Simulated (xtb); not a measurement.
A geometry relaxed with GFN2-xTB run with xtb 6.7.1, charge 0, multiplicity 2:

```xyz
2

O      0.4819     0.0000     0.0000
H     -0.4819     0.0000     0.0000
```

Question: Write the SMILES of this molecule.

Answer: `[OH]`
